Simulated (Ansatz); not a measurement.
# BF+ (quartet): the correlation ladder, 6-31G

How much of the correlation energy of BF+ (quartet) does each wave-function method recover here?

Computed with Ansatz 0.2.0, Gaussian basis. Level: 6-31G, core rule «outside noble gas», up to 2 orbitals frozen.

Plan: UHF; CCSD(T) on ROHF; CCSD(T) on UHF; BCCD(T) on ROHF; CISD as a restricted active space (open shells left free, so some higher excitations enter); CCSDT(Q) on ROHF; CCSDT(Q) on UHF; CISDTQ; CCSDTQ on ROHF; CCSDTQ on UHF; CASSCF and MRCISD+Q, 9 electrons in 8 orbitals; CASSCF and MRCISD+Q(relaxed), 9 electrons in 8 orbitals; CASSCF and NEVPT2, 9 electrons in 8 orbitals; Full CI.

6 further runs of the same task are left out: 1 that didn't finish, 5 set aside as unsound or not needed. Runs told in other sessions of the task aren't counted.

## 1. The geometry

The geometry is a PBE0/def2-TZVP stationary point (not a proven minimum) of the parent state, kept for this charge and spin.

2 atoms, charge 1, spin multiplicity 4.

Atoms are counted from 1 here; the program's logs count them from 0.

Bond lengths: B1–F2 1.212 Å.

## 2. UHF

in.yaml

```yaml
crystal:
  periodic: [false, false, false]
  atoms:
    - {symbol: B, position_ang: [0.000000, 0.000000, 0.000000]}
    - {symbol: F, position_ang: [0.000000, 0.000000, 1.212300]}
basis:
  gaussian: {orbitals: 6-31G}
total_charge: 1
magnetization: {spin_polarized: true, initial_magnetization: 3}
hamiltonian: {xc: hf}
output: {orbitals: {seedname: orbitals}}
```

On the command line:

```sh
$ ansatz run in.yaml --threads 1 --pin off --events-out ev --progress --plain --max-ram 2393MiB
```

The runs that follow: CCSD(T) on ROHF; CCSD(T) on UHF; BCCD(T) on ROHF; CISD as a restricted active space (open shells left free, so some higher excitations enter); CCSDT(Q) on ROHF; CCSDT(Q) on UHF; CISDTQ; CCSDTQ on ROHF; CCSDTQ on UHF; CASSCF and MRCISD+Q, 9 electrons in 8 orbitals; CASSCF and MRCISD+Q(relaxed), 9 electrons in 8 orbitals; CASSCF and NEVPT2, 9 electrons in 8 orbitals; Full CI.

**Question.** What will the summary of the whole plan be? Wanted: FCI from the RHF energy; RMP2 from FCI; UMP2 from FCI; RCCSD from FCI; RCCSD(T) from FCI; UCCSD(T) from FCI; RCCSDT(Q) from FCI; UCCSDT(Q) from FCI; NEVPT2 valence from FCI.

**Answer**, as computed:

| quantity | value |
| --- | --- |
| FCI from the ROHF energy | -2.8907 eV |
| RMP2 from FCI | +12.41 kcal/mol |
| UMP2 from FCI | +12.26 kcal/mol |
| RCCSD from FCI | +5.73 kcal/mol |
| RCCSD(T) from FCI | +3.95 kcal/mol |
| UCCSD(T) from FCI | +3.92 kcal/mol |
| RCCSDT(Q) from FCI | -0.06 kcal/mol |
| UCCSDT(Q) from FCI | -0.08 kcal/mol |
| NEVPT2 valence from FCI | +8.17 kcal/mol |
| MRCISD+Q valence from FCI | +0.40 kcal/mol |
| MRCISD+Q(relaxed) valence from FCI | +0.14 kcal/mol |
| levels within 1 kcal/mol (43 meV) | RCCSDT, UCCSDT, CISDTQ, RCCSDT(Q), UCCSDT(Q), RCCSDTQ, UCCSDTQ, MRCISD+Q valence, MRCISD+Q(relaxed) valence |
| T1 diagnostic | 0.011 |
| effectively unpaired electrons | 3.29 |

In words: RCCSD(T) misses by +3.95 kcal/mol, 5.9 % of the correlation energy. RCCSDT(Q), UCCSDT(Q) fall below full CI: unrestricted runs freeze a spin-polarised core, another one than full CI's, and coupled cluster isn't variational. The occupations show static correlation (3.29 effectively unpaired electrons where one determinant has 3). Of the multireference levels listed MRCISD+Q(relaxed) valence comes nearest in total energy (+0.14 kcal/mol), which doesn't show that its space is the better one. These misses are within one basis, not against nature; the frozen cores of restricted and unrestricted runs differ, which can shift their rows.

Levels on UHF freeze UHF's core orbitals, full CI those of ROHF, so the U rows can settle a little off it for that reason alone.

With open shells the CI space here admits some higher excitations, so it is larger than plain CISD.
